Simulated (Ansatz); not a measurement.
SiO2⁻ was relaxed with PBE0-D4 (def2-TZVPD) in Ansatz in these states: charge -1 doublet, charge -1 quartet. The geometries follow in no particular order.

A:

```xyz
3

Si   -0.0771   -0.1218    0.3363
O    -1.3749    0.2762   -0.4144
O     1.4520   -0.1545    0.0781
```

B:

| atom | x (Å) | y (Å) | z (Å) |
| --- | --- | --- | --- |
| Si1 | -0.136 | -0.442 | 0.496 |
| O2 | 0.943 | -0.577 | -0.718 |
| O3 | -0.807 | 1.018 | 0.223 |

Judge from the bond lengths which geometry belongs to which state (an estimate).

A is the charge -1 doublet (Si1–O2 1.551 Å, Si1–O3 1.551 Å); B is the charge -1 quartet (Si1–O2 1.630 Å, Si1–O3 1.630 Å).

At PBE0-D4/def2-TZVPD the highest occupied level of the charge -1 quartet lies above zero (up to 1.67 eV). The electron is either unbound and held by the finite basis, or the level is raised by self-interaction error.
